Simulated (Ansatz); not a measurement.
Molecule: CHO, net charge 0, doublet state. It need not be the lowest isomer of its formula. 
Geometry from a B3LYP-D3(BJ)/def2-TZVP (Ansatz, an electronic-structure program) optimisation:
```xyz
3

C      0.0497     0.5837    -0.0011
O      0.0741    -0.5878    -0.0009
H     -0.8911     1.2003     0.0145
```
Charge 0, spin multiplicity 2.

Basis-set convergence of Hartree-Fock and CCSD correlation energies (hartree) with Ansatz. Valence correlation only, unless marked. UHF or UKS for open shells. No spin-orbit coupling. No relativistic terms.

```csv
basis,functions,E(HF),"E(corr, CCSD)"
def2-SVPD,51,-113.16717,-0.31641
def2-TZVPPD,94,-113.29885,-0.37422
def2-QZVPPD,162,-113.30364,-0.39651
```

Extrapolating the two largest sets (X = 3 and 4) as X^-3: E(corr) = (64·(-0.39651) - 27·(-0.37422))/37 = -0.4128 Eh, an estimate of the basis-set limit. The largest set recovers 96.1 % of it, the smallest 76.7 %.
